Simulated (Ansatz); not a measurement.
# CFSi−: functionals against CCSD(T) at one geometry

An exercise on one series of results from a longer session: the logs are not shown, and one member is left open.

Method: single points in def2-TZVPPD; program: Ansatz 0.2.0, Gaussian basis.

Correlated methods freeze the cores.

## Starting geometry

SMILES `[C-]#[Si]F`, 3 atoms, charge -1, spin multiplicity 1.

Atoms are counted from 1 here; the program's logs count them from 0.

Bond lengths: C1–Si2 1.761 Å, Si2–F3 1.875 Å. Angles: C1–Si2–F3 177.6°.

As a file:

```tsv
atom	x (Å)	y (Å)	z (Å)
C1	1.0769	1.2326	0.6503
Si2	-0.0251	0.0158	0.0137
F3	-1.1365	-1.3185	-0.6926
```

Set-up of the first run:

Contents of run/in.yaml:

```yaml
crystal:
  periodic: [false, false, false]
  atoms:
    - {symbol: C, position_ang: [1.076900, 1.232600, 0.650300]}
    - {symbol: Si, position_ang: [-0.025100, 0.015800, 0.013700]}
    - {symbol: F, position_ang: [-1.136500, -1.318500, -0.692600]}
basis:
  gaussian: {orbitals: "def2-TZVPPD.json"}
total_charge: -1
correlation: {method: ccsd_t}
output: {forces: true}
```

The basis file named in the input lies beside it (Basis Set Exchange, JSON).

The command line of these runs was not kept.

Among the steps run: CCSD(T)/def2-TZVPPD; PBE0-D4/def2-TZVPPD; wB97M-V/def2-TZVPPD; r2SCAN-D4/def2-TZVPPD; PBE-D4/def2-TZVPPD; B97M-V/def2-TZVPPD; BHLYP-D4/def2-TZVPPD.

One of the session's tables, all rows but one given; the rest of the session is left out.

```
   method  RMS force component (eV/Å)  angle to CCSD(T) forces (°)
  CCSD(T)                       0.974                    reference
  PBE0-D4                       1.149                         16.7
  wB97M-V                       1.142                         17.5
r2SCAN-D4                       1.093                         16.0
   PBE-D4                       0.910                         18.0
   B97M-V                           ?                            ?
 BHLYP-D4                       1.285                         16.1
```

Estimate the missing values for B97M-V.

**Answer.** RMS force component (eV/Å): 1.151; angle to CCSD(T) forces (°): 16.5. In the column «RMS force component (eV/Å)» it lies between PBE0-D4 (1.149) and BHLYP-D4 (1.285).
